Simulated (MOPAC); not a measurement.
MOPAC input (PM7):

```
PM7 FORCE THERMO(298,298) PRECISE LET CHARGE=-1 GEO-OK AUX(PRECISION=9) THREADS=1
C4H3O

O     0.00107939 1    0.02493236 1    1.13727722 1
C     0.00953556 1    1.16028364 1    0.24825659 1
C    -0.00834691 1   -1.06655306 1    0.31330385 1
C     0.00527193 1    0.75339606 1   -1.02927132 1
C    -0.00628565 1   -0.68402390 1   -1.00600425 1
H     0.01717437 1    2.05657159 1    0.79319185 1
H    -0.01537450 1   -1.98860290 1    0.82806532 1
H    -0.01190963 1   -1.29945724 1   -1.87052970 1
```

Problem. Which zero-point energy does it print?

Solution. 33.95 kcal/mol, from the harmonic wavenumbers of PM7.
